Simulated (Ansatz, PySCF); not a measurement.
Species: NH₂, charge 0, multiplicity 2. SMILES: [NH2]
Coordinates optimised at B3LYP-D3(BJ)/def2-TZVP (Ansatz, a program for electronic structure):
```
N
H 1 1.0284
H 1 1.0284 2 103.25
```
Charge 0, spin multiplicity 2.

Quantity: atomisation energy (electronic, to ground-state atoms); the coupled-cluster value holds the core correlation from cc-pwCVTZ, in kcal/mol. Correlated levels leave the core frozen unless marked. Open shells are spin-unrestricted. No spin-orbit coupling. Non-relativistic. CBS(X,Y): correlation extrapolated as X^-3; Hartree-Fock from the larger set (for Q and 5 zeta extrapolated as (X+1)exp(-9√X)).

Level to compare with: CCSD(T)/CBS(cc-pVQZ,cc-pV5Z) plus the core term (Ansatz), 182.5 kcal/mol. It is a level with limits of its own, and the differences hold the functionals' basis error too.

Task: Rank these functionals by how close they come to CCSD(T)/CBS(cc-pVQZ,cc-pV5Z), closest first: SVWN5/def2-TZVPD (Ansatz); M06-2X/def2-TZVPD (PySCF); TPSS/def2-TZVPD (PySCF).

Result: M06-2X/def2-TZVPD (hybrid meta-GGA, 180.2 kcal/mol, difference -2.3), TPSS/def2-TZVPD (meta-GGA, 187.2 kcal/mol, difference 4.7), SVWN5/def2-TZVPD (LDA, 206.9 kcal/mol, difference 24.4)
